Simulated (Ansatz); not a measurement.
**CHAlO+ (quartet): wave-function methods side by side, def2-QZVPP**

An exercise on one series of results from a longer session: the logs are not shown, and one member is left open.

Computed with Ansatz 0.2.0, Gaussian basis. Level: def2-QZVPP, core rule «outside noble gas», up to 7 orbitals frozen.

Plan: UHF; ROHF; CCSD(T) on UHF.

2 further runs of the same task are left out: 2 set aside as unsound or not needed.

### What is computed

The geometry is a PBE0/def2-TZVP stationary point (not a proven minimum) of the parent state, kept for this charge and spin.

4 atoms, charge 1, spin multiplicity 4.

Atoms are counted from 1 here; the program's logs count them from 0.

Bond lengths: C1–Al2 1.941 Å, Al2–O3 1.648 Å, O3–H4 0.948 Å. Angles: C1–Al2–O3 180.0°, Al2–O3–H4 180.0°.

Geometry (Å):

```xyz
4

C     0.0000    0.0000   -2.5169
Al    0.0000    0.0000   -0.5756
O     0.0000    0.0000    1.0721
H     0.0000    0.0000    2.0203
```

The first run:

Contents of in.yaml:

```yaml
crystal:
  periodic: [false, false, false]
  atoms:
    - {symbol: C, position_ang: [0.000000, 0.000000, -2.516875]}
    - {symbol: Al, position_ang: [0.000000, 0.000000, -0.575575]}
    - {symbol: O, position_ang: [0.000000, 0.000000, 1.072125]}
    - {symbol: H, position_ang: [0.000000, 0.000000, 2.020325]}
basis:
  gaussian: {orbitals: "def2-QZVPP.json"}
total_charge: 1
magnetization: {spin_polarized: true, initial_magnetization: 3}
hamiltonian: {xc: hf}
output: {orbitals: {seedname: orbitals}}
```

Started as:

```bash
$ ansatz run in.yaml --threads 1 --pin off --events-out ev --progress --plain --max-ram 2393MiB
```

Among the steps run: UHF; ROHF; CCSD(T) on UHF.

One of the session's tables, all rows but one given; the rest of the session is left out.

| method | from UCCSD(T) (kcal/mol) |
| --- | --- |
| ROHF | +260.70 |
| UHF | +259.75 |
| UMP2 | ? |
| UCCSD | +9.65 |
| UCCSD(T) | 0 |

Q: Estimate the row for UMP2 from the others.

The run gave: from UCCSD(T) (kcal/mol): +18.88. In the column «from UCCSD(T) (kcal/mol)» it lies between UCCSD (+9.65) and UHF (+259.75).
